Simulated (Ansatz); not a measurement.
`CN=C(F)F` + H₂ → `C/N=C\F` + H–F at 298.15 K and 1 bar (hydrogenolysis of a C–F bond).

Program: Ansatz. Geometries: PBE0-D4/def2-TZVP. ΔE: electronic, gas phase. CCSD(T)/CBS is the MP2 limit (def2-TZVPP, def2-QZVPP) plus CCSD(T) − MP2 in def2-TZVPP, frozen cores. This one scheme is used for every species.

```tsv
species	CCSD(T)/CBS energy (Eh)	H − E (kJ/mol)	S (J/(mol·K))
`CN=C(F)F`	-332.16434	157.9	303.6
H₂	-1.17544	35.1	130.4
`C/N=C\F`	-232.97538	175.7	287.0
H–F	-100.39570	33.5	173.6
```

H − E and S are ideal-gas, rigid-rotor, harmonic terms from PBE0-D4/def2-TZVP. The MP2-based limit puts H₂ 0.8 mEh under its directly extrapolated value; such offsets cancel only in part. 1 Eh = 2625.50 kJ/mol, R = 8.31446 J/(mol·K).

By hand: ΔE, ΔH, ΔS and ΔG.

ΔE = (-232.97538) + (-100.39570) − (-332.16434) − (-1.17544) = -0.03130 Eh = -82.2 kJ/mol. Δ(H − E) = 175.7 + 33.5 − 157.9 − 35.1 = 16.2, so ΔH = -66.0 kJ/mol. ΔS = 287.0 + 173.6 − 303.6 − 130.4 = 26.6 J/(mol·K). ΔG = -66.0 − 298.15 × (26.6)/1000 = -73.9 kJ/mol.

By hand: the equilibrium constant, and the temperature at which ΔG would vanish if ΔH and ΔS stayed fixed.

log₁₀ K = −ΔG/(RT ln 10) = 12.9. ΔH and −TΔS have one sign here, so there is no such temperature.

ΔH outweighs TΔS. A doubt of 5 kJ/mol in ΔE shifts log₁₀ K by 0.9 here. These are equilibria of isolated gas molecules and say nothing of rates. Largest T1 diagnostic: 0.013 (customary marks: 0.02 for closed shells, 0.045 for open ones).
